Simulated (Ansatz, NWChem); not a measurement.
# Heat of formation of C2H2O2 (SMILES O=CC=O) from total energies

C2H2O2: 6 atoms, total charge 0, spin state singlet. SMILES: `O=CC=O`. Geometry: relaxed at PBE0-D4/def2-TZVP. This is one conformer, not always the lowest.

```xyz
6

O     1.1390   -0.2945   -1.2557
C     0.5232    0.3302   -0.4406
C    -0.5234   -0.3301    0.4404
O    -1.1370    0.2939    1.2576
H     0.6617    1.4153   -0.2643
H    -0.6635   -1.4148    0.2626
```

Total energies at PBE/aug-cc-pVDZ (NWChem 7.3.0); the atoms run unrestricted:

| species | state | energy (Eh) |
| --- | --- | --- |
| C2H2O2 | singlet | -227.606169 |
| O | triplet | -74.991134 |
| C | triplet | -37.791119 |
| H | doublet | -0.499224 |

Harmonic wavenumbers at PBE0-D4/def2-TZVP, in cm⁻¹: 127, 334, 561, 814, 1084, 1085, 1334, 1380, 1837, 1840, 2956, 2959.

Measured heats of formation of the gaseous atoms at 298.15 K, in kJ/mol: O 249.2, C 716.9, H 218.0. Spin-orbit lowering of the atoms at 298 K (mean of the ground term's levels less their thermal mean, from spectra), in kJ/mol: O 0.40, C 0.02. Take 1 Eh = 2625.50 kJ/mol, 1 cm⁻¹ = 0.0119627 kJ/mol, RT = 2.479 kJ/mol.

Problem. Work out the heat of formation of the gas at 298 K.

Solution. 
1. Electronic atomisation energy: 2 × (-74.991134) + 2 × (-37.791119) + 2 × (-0.499224) − (-227.606169) = 1.043215 Eh = 2739.0 kJ/mol.
2. Zero-point energy: half the sum of the wavenumbers, 8155.5 cm⁻¹ = 97.6 kJ/mol.
3. Thermal vibrational enthalpy, Σ hcν̃/(exp(hcν̃/kT) − 1): 3.7 kJ/mol. Translation, rotation and pV of a non-linear molecule: 4 RT = 9.9 kJ/mol.
4. The 6 free atoms carry 5/2 RT each: 37.2 kJ/mol.
5. Spin-orbit coupling lowers the free atoms by 2 × 0.40 + 2 × 0.02 = 0.8 kJ/mol.
6. Atomisation enthalpy at 298 K: 2739.0 − 0.8 − 97.6 − 3.7 − 9.9 + 37.2 = 2664.2 kJ/mol.
7. Sum of the atoms' heats of formation: 2368.2 kJ/mol. Heat of formation: 2368.2 − 2664.2 = -296.0 kJ/mol.

The tabulated value is -212.4 kJ/mol (Active Thermochemical Tables), so this level is off by -83.6 kJ/mol, or 3.2 % of the atomisation enthalpy that the table implies (2580.6 kJ/mol). Gradient-corrected functionals often overbind somewhat. Anharmonicity and any spin-orbit splitting of the molecule are left out.
